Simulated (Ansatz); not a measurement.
# UBLYP/STO-3G run of C2H2F (SMILES C=[C]F)

What is the vertical doublet–quartet gap of C2H2F at UBLYP/STO-3G? 

Program for the calculation: Ansatz 0.2.0.

54 further runs of the same task are left out: 3 that didn't finish, 51 set aside as unsound or not needed.

## Step 1: Starting point

C2H2F: 5 atoms, total charge 0, spin state doublet. As SMILES, `C=[C]F`. The shape is that of a PBE0-D4/def2-TZVP optimisation.

Bond lengths: C1–C2 1.309 Å, C2–F3 1.302 Å, C1–H4 1.087 Å, C1–H5 1.080 Å. Angles: C1–C2–F3 130.3°, C2–C1–H4 120.7°, C2–C1–H5 119.9°, H4–C1–H5 119.4°.

## Step 2: A single-point energy at UBLYP/STO-3G

File input.yaml:

```yaml
crystal:
  periodic: [false, false, false]
  atoms:
    - symbol: C
      position_ang: [0.488200, -0.200400, 0.008400]
    - symbol: C
      position_ang: [-0.592700, 0.393700, 0.447100]
    - symbol: F
      position_ang: [-1.725600, 0.629500, -0.148900]
    - symbol: H
      position_ang: [0.534700, -0.590400, -1.005400]
    - symbol: H
      position_ang: [1.345200, -0.306200, 0.657500]
basis:
  gaussian:
    orbitals: STO-3G
magnetization:
  spin_polarized: true
  initial_magnetization: 1
hamiltonian:
  xc: {name: BLYP}
accuracy: high
```

The run is started by

```
$ ansatz run input.yaml --threads 1 --pin off --max-ram 2610MiB --events-out events.jsonl --progress --plain --runs-dir runs
```

The program printed:

```text
Warning: RAYON_NUM_THREADS=1 ignored (pool sized by the plan → 1); use --threads N
Functional definition: BLYP
  name "BLYP"
  parameter beta = 0.0042
  parameter a = 0.04918
  parameter b = 0.132
  parameter c = 0.2533
  parameter d = 0.349
  exchange = b88_x(beta = beta)
  correlation = lyp_c(a = a, b = b, c = c, d = d)
294 factors; integrals over basis functions are off by at most 4.1e-8 eV
mean field evaluation 1: about -4750.7622 eV, gradient 1.8e1 eV
mean field evaluation 2: about -4746.1170 eV, gradient 3.0e1 eV
mean field evaluation 4: about -4752.8835 eV, gradient 2.2e0 eV
mean field evaluation 8: about -4752.8352 eV, gradient 5.4e-2 eV
mean field evaluation 16: about -4752.8353 eV, gradient 3.8e-6 eV
mean field -4752.83530053 eV, -174.6634757071 hartree, gradient 4.9e-8 eV, S^2 0.754784; 0 other end points of the search recorded, 0 dependent functions left out
reference -4752.83533091 eV, -174.6634768235 hartree; 12, 11 occupied and 5, 6 virtual orbitals, 294 factors
Total energy: -4752.83533091 eV, -174.6634768235 hartree
```

It took 0.73 s on 1 thread of Intel Xeon 6975P-C (Granite Rapids), shared host; peak memory 0.14 GiB.

## Step 3: The quartet at the same level

File molecule.yaml:

```yaml
crystal:
  periodic: [false, false, false]
  atoms:
    - {symbol: C, position_ang: [0.488200, -0.200400, 0.008400]}
    - {symbol: C, position_ang: [-0.592700, 0.393700, 0.447100]}
    - {symbol: F, position_ang: [-1.725600, 0.629500, -0.148900]}
    - {symbol: H, position_ang: [0.534700, -0.590400, -1.005400]}
    - {symbol: H, position_ang: [1.345200, -0.306200, 0.657500]}
basis:
  gaussian:
    orbitals: STO-3G
magnetization:
  spin_polarized: true
  initial_magnetization: 3
accuracy: high
hamiltonian:
  xc: {name: BLYP}
```

The run is started by

```
$ ansatz run molecule.yaml --threads 1 --pin off --max-ram 2610MiB --events-out events.jsonl --progress --plain --runs-dir runs
```

The program printed (excerpt; [...] marks lines left out):

```text
Warning: RAYON_NUM_THREADS=1 ignored (pool sized by the plan → 1); use --threads N
[... 9 set-up lines as earlier in the session ...]
294 factors; integrals over basis functions are off by at most 4.1e-8 eV
mean field evaluation 1: about -4740.7912 eV, gradient 3.3e1 eV
mean field evaluation 2: about -4738.4844 eV, gradient 3.2e1 eV
mean field evaluation 4: about -4747.5948 eV, gradient 6.7e-1 eV
mean field evaluation 8: about -4747.5467 eV, gradient 1.1e-2 eV
mean field evaluation 16: about -4747.5467 eV, gradient 1.1e-7 eV
mean field -4747.54668915 eV, -174.4691228235 hartree, gradient 1.3e-8 eV, S^2 3.752540; 0 other end points of the search recorded, 0 dependent functions left out
reference -4747.54671965 eV, -174.4691239443 hartree; 13, 10 occupied and 4, 7 virtual orbitals, 294 factors
Total energy: -4747.54671965 eV, -174.4691239443 hartree
```

Wall time 0.95 s (1 thread of Intel Xeon 6975P-C (Granite Rapids), shared host); peak memory 0.14 GiB.

## Step 4: Results

At UBLYP/STO-3G:

| quantity | value |
| --- | --- |
| doublet: total energy | -174.66348 Eh |
| doublet: ⟨S²⟩ | 0.755 |
| quartet: total energy | -174.46912 Eh |
| quartet: ⟨S²⟩ | 3.753 |
| vertical energy of the quartet above the doublet | 5.289 eV |

What this shows: At this shape the quartet lies 5.29 eV (122 kcal/mol) above the doublet. In a minimal basis such a difference can be off by several eV, whatever the method.
